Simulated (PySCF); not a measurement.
Calculation: PBE-D3(BJ)/def2-TZVP // PBE-D3(BJ)/def2-SVP (PySCF). All species are isolated molecules in the gas phase. 

Reference species (SMILES): `[OH]` (neutral, multiplicity 2).

```yaml
dipole_moment: 1.73 D
highest_occupied_spin_orbital: -7.14 eV
```

Changed species: `C[O]` (free radical OCH3; the reference has free radical OH).

**Question.** Predict the effect on the dipole moment and highest occupied spin orbital.

**Answer.** the dipole moment goes up by 0.37 D, to 2.10 D; the highest occupied spin orbital rises by 1.17 eV, to -5.97 eV.
